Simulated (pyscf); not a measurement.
`[F][GeH3]` → `[F][GeH]` [singlet] + `[H][H]` (1,1-elimination; singlet surface; Ge–H, Ge–H broken, H–H formed). Structures and frequencies: ωB97X-D3(BJ)/def2-SVP in PySCF. Rate constants from transition-state theory at the high-pressure limit, ωB97M-D3(BJ)/def2-TZVP energies (ideal gas, 1 atm, RRHO with modes under 100 cm⁻¹ raised to 100, one conformer, R ln 2 for chiral ones without a mode under 150 cm⁻¹; no tunnelling), k in s⁻¹.

| T (K) | 1000/T | log10 k |
|---|---|---|
| 298 | 3.354 | -29.84 |
| 600 | 1.667 | -7.65 |
| 900 | 1.111 | ? |
| 1200 | 0.833 | 3.41 |

Task: Fit an Arrhenius line to the three values, give the activation energy, and predict k at 900 K.

Result: Least squares gives log10 k = 14.37 − 13.19 × 1000/T, so Ea = 13.19 × ln 10 × 1.987 = 60.4 kcal/mol, against an electronic barrier of 62.1. At 900 K the line gives -0.29; the computed value is -0.29 (ΔG‡ = 55.8 kcal/mol), close to the line. This is the saddle that the search found; another between the same sides may lie lower. Elements up to Kr have no core potential and no relativistic terms here.
